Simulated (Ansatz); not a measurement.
Ideal-gas functions of C3H2Cl2, SMILES `ClC1=C(Cl)C1` at 800 K and 1 bar, from an Ansatz frequency run at PBE0-D4/def2-TZVP.

Molar mass 108.95 g/mol, point group C2v (symmetry number 2), electronic degeneracy 1, moments of inertia 65.427, 325.316, 387.358 u Å². Harmonic wavenumbers (cm⁻¹, unscaled): 163, 184, 386, 478, 530, 686, 992, 1016, 1092, 1111, 1198, 1519, 1916, 3055, 3126.

Use S(trans) = R[1.5 ln M + 2.5 ln T − 1.1517]; rotational temperatures θ = 24.2544 K / I; S(rot) = R[ln(√π/σ · √(T³/θAθBθC)) + 1.5]; for each mode x = 1.438777 ν̃/T, S = R[x/(eˣ − 1) − ln(1 − e⁻ˣ)] and H = RT x/(eˣ − 1); 1 cm⁻¹ = 0.0119627 kJ/mol; R = 8.31446 J/(mol·K).

**Question.** By hand: the entropy, in J/(mol·K).

**Answer.** Translation 187.9. Rotation: θ = 0.3707, 0.0746, 0.0626 K, giving 121.3. Vibration, mode by mode: 18.55, 17.55, 11.51, 9.82, 9.02, 7.08, 4.52, 4.37, 3.92, 3.82, 3.37, 2.14, 1.21, 0.22, 0.20, in all 97.3. Electronic 0.0. Sum 406.5 J/(mol·K).

**Question.** By hand: H − E and G − E in kJ/mol, counted from the electronic energy.

**Answer.** Zero-point energy ½ × 17452 × 0.0119627 = 104.4; thermal vibration 40.6; translation, rotation and pV give 4 RT = 26.6. H − E = 171.6 kJ/mol, and G − E = 171.6 − 800 × 406.5/1000 = -153.6 kJ/mol.

Vibration gives 24 % of the entropy.
